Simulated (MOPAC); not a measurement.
MOPAC input (PM6):

```
PM6 FORCE THERMO(298,298) PRECISE LET CHARGE=1 GEO-OK AUX(PRECISION=9) THREADS=1
H3S

S     0.08452257 1   -0.00064089 1    0.03593822 1
H    -0.28121410 1    1.01363492 1   -0.76801324 1
H    -0.30235003 1   -1.01767046 1   -0.75452814 1
H    -0.98002518 1    0.01589133 1    0.85771766 1
```

**Question.** Which zero-point energy does it print?

**Answer.** 15.67 kcal/mol, from the harmonic wavenumbers of PM6.
